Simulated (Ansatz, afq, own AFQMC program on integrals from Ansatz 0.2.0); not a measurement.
# NH$_{3}$⁺, doublet: AFQMC among the cluster methods

```yaml
atoms:
  - { symbol: N, position_ang: [0.0000, 0.0000, 0.0000] }
  - { symbol: H, position_ang: [1.0240, 0.0138, -0.0001] }
  - { symbol: H, position_ang: [-0.5239, 0.8799, -0.0028] }
  - { symbol: H, position_ang: [-0.5001, -0.8937, 0.0028] }
```

Basis 6-31G. Noble-gas cores (and the filled d shells of Ga–Kr and In–Xe) are frozen. AFQMC by an in-house program on the Cholesky factors that Ansatz 0.2.0 writes for its CCSD(T) run. The CISD trial takes its coefficients from CCSD amplitudes. Released means that phaseless walkers are propagated on without the constraint, phases kept. Free AFQMC starts from the CCSD state and is never constrained. Its projection time is finite, and what remains of the start isn't in its error. ± is one standard error of the sampling.

Determinant: UHF, the one that the program's search chose, which needn't be the lowest solution. The geometry is a point of a scan.

Full CI on the same integrals is exact in this basis and with this determinant's frozen core.

```
T1 diagnostic                               : 0.0071
weight of the determinant in the CISD state : 0.959
⟨S²⟩ of the determinant                     : 0.760
size of the correlated space                : 7 electrons in 14 orbitals
```

Reference: full CI, correlation energy -2.839 eV. The released energy is read at 2.40 1/Eh (meV from the phaseless value at times in 1/Eh: 0.7 ± 0.9 at 0.24, 0.5 ± 0.7 at 0.51, 1.0 ± 0.6 at 0.99, -0.3 ± 0.7 at 1.62, 0.4 ± 0.8 at 2.40).

| level | E − E(reference) (meV) | share of correlation (%) |
| --- | --- | --- |
| HF | 2839.1 | 0.00 |
| MP2 | 478.8 | 83.14 |
| CCSD | 31.6 | 98.89 |
| CCSD(T) | 8.9 | 99.69 |
| CCSDT | 4.6 | 99.84 |
| CCSDT(Q) | 0.3 | 99.99 |
| CCSDTQ | 0.1 | 100.00 |
| ph-AFQMC/HF | 0.3 ± 10.9 | 99.99 |
| ph-AFQMC/CISD | -0.9 ± 1.1 | 100.03 |
| released AFQMC | -0.4 ± 0.8 | 100.02 |
| free AFQMC | -1.2 ± 0.7 | 100.04 |

CCSDT and higher add their correlation energy to the determinant of the CCSD(T) run, since their own runs factorise the integrals more tightly (a shift of under 2 meV). Free projections are given only where their last times agree within the noise and don't stop above the reference; a slow remainder of the start can still hide under it. A walk keeps the symmetry of its determinant, which the program's search chose and which needn't be the lowest solution, so a lower state of the same spin and another symmetry isn't excluded. Released energies are given only where the last usable release times agree within the noise; a slower fall can still hide under it.
